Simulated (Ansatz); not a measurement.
Bulk modulus B0 (GPa) of solids drawn from the class of oxides, at two levels: PBE in Ansatz (PAW), and LDA (Ansatz, a program for electronic structure, plane waves, PAW).

```json
[
 {"solid": "A-type hexagonal La₂O₃", "PBE": "109", "LDA": "124", "shift (%)": "+13.8"},
 {"solid": "rock-salt SrO", "PBE": "84.6", "LDA": "104", "shift (%)": "+23"},
 {"solid": "anatase TiO₂ (metastable phase)", "PBE": "173", "LDA": "191", "shift (%)": "+10.4"},
 {"solid": "corundum Cr₂O₃", "PBE": "206", "LDA": "217", "shift (%)": "+5.3"},
 {"solid": "corundum (α-Al2O3)", "PBE": "230", "LDA": "257", "shift (%)": "+11.7"},
 {"solid": "rock-salt BaO", "PBE": "69.1", "LDA": "85.9", "shift (%)": "+24"},
 {"solid": "rutile SnO₂", "PBE": "167", "LDA": "203", "shift (%)": "+22"},
 {"solid": "rock-salt CaO", "PBE": "105", "LDA": "129", "shift (%)": "+23"},
 {"solid": "rutile CrO₂", "PBE": "230", "LDA": "280", "shift (%)": "+22"},
 {"solid": "α-quartz (SiO2)", "PBE": "31.7", "LDA": "34.3", "shift (%)": "+8.2"}
]
```

The shifts run from +5.3 % to +24 %, with a median of +17.7 %.

Of 10 rows, LDA is the larger in 10 and the smaller in 0.

Ansatz's runs of these crystals have no spin polarisation, but for corundum Cr2O3, rutile CrO2.

Density-functional runs with spin start from opposed moments for corundum Cr2O3, parallel moments for rutile CrO2.

Spin–orbit coupling is left out, also for the solids with elements from indium on (A-type hexagonal La2O3, rock-salt BaO, rutile SnO2); its size isn't shown.

In Ansatz's fits of the non-cubic solids, shape and atoms are relaxed at each volume.

Each level is taken at its own relaxed cell. Ansatz's density-functional and Hartree–Fock values are scalar-relativistic unless marked +SOC, with PAW data made under PBE.
